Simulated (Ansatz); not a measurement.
Cost and result for the atomization energy of CH₅B (`BC`) (7 atoms, 6 bonds).

Cartesian coordinates in Å:
```
B 0.3315 -0.7849 -0.2166
C -0.2771 0.6053 0.0900
H -0.3091 -1.7859 -0.0598
H 1.4767 -0.8952 -0.5530
H -1.3635 0.6665 0.0045
H -0.0524 0.7511 1.1621
H 0.1938 1.4432 -0.4273
```

Total charge 0; spin multiplicity 1. The geometry is a stationary point of PBE0-D4/def2-TZVP. Program: Ansatz. Hardware: A = 2 threads of a server CPU on a shared host; B = 2 threads of an AMD EPYC 7R13 on a shared host and a share of an NVIDIA H100 80 GB. Times are those of one run each, without the atoms' runs, and a repeat can differ threefold. Electronic energies, without spin–orbit coupling; frozen cores. CCSD(T)/CBS extrapolates def2-TZVPP and def2-QZVPP, and its time is that of the two runs behind it. T1 = 0.009. B3LYP takes the VWN-RPA correlation (the form of Gaussian; ORCA's B3LYP/G). HSE06 is the plane-wave form, built on full-range PBE exchange.

CCSD(T)/CBS is a level of theory with its own doubt, some kJ/mol a heavy atom from the limit and from the frozen cores, so smaller differences don't rank the functionals.

| level | functions | wall time | atomization (kcal/mol) | difference from CCSD(T)/CBS | per bond |
| --- | --- | --- | --- | --- | --- |
| CCSD(T)/def2-SVP [A] | 53 | 0.81 s | 566.4 | -20.4 | -3.4 |
| revPBE-D4/def2-TZVPP [A] | 132 | 1.2 s | 583.3 | -3.5 | -0.6 |
| PBE0-D4/def2-TZVPP [A] | 132 | 1.3 s | 590.5 | 3.7 | 0.6 |
| HSE06-D4/def2-TZVPP [A] | 132 | 1.7 s | 590.8 | 4.0 | 0.7 |
| r2SCAN-D4/def2-TZVPP (with forces) [A] | 132 | 1.9 s | 591.9 | 5.1 | 0.9 |
| PBE-QIDH/def2-TZVPP [A] | 132 | 2.3 s | 587.8 | 1.0 | 0.2 |
| BLYP-D4/def2-TZVPP [A] | 132 | 2.4 s | 587.6 | 0.8 | 0.1 |
| B3LYP-D4/def2-TZVPP (with forces) [A] | 132 | 2.4 s | 593.3 | 6.5 | 1.1 |
| B2PLYP/def2-TZVPP [A] | 132 | 2.7 s | 586.9 | 0.1 | 0.0 |
| ωB97M-V/def2-TZVPP (with forces) [A] | 132 | 3.8 s | 592.0 | 5.2 | 0.9 |
| CCSD(T)/def2-QZVPP [B] | 264 | 6.5 s | 582.8 | -4.0 | -0.7 |
| CCSD(T)/def2-TZVPP [A] | 132 | 7 s | 577.0 | -9.8 | -1.6 |
| CCSD(T)/CBS(def2) | – | 14 s | 586.8 | 0.0 | 0.0 |

From r2SCAN to r2SCAN0 (25 % exact exchange), in def2-TZVPP and without D4, the atomization energy moves by −3.2 kcal/mol: exact exchange takes away binding that semilocal exchange gives to molecules. The D4 term adds +2.3 kcal/mol with B3LYP and +1.2 kcal/mol with PBE0; it sums over pairs of atoms, weighted by their polarisabilities, and B3LYP, whose exchange is more repulsive, gets the larger term. Leaving LDA and LC-ωPBE aside and taking each functional with its dispersion term where it has one, the values, not all of them listed here, spread over 11.6 kcal/mol, from revPBE-D4 to CAM-B3LYP-D4. LDA lies +61.4 kcal/mol from PBE without D4, its usual overbinding.
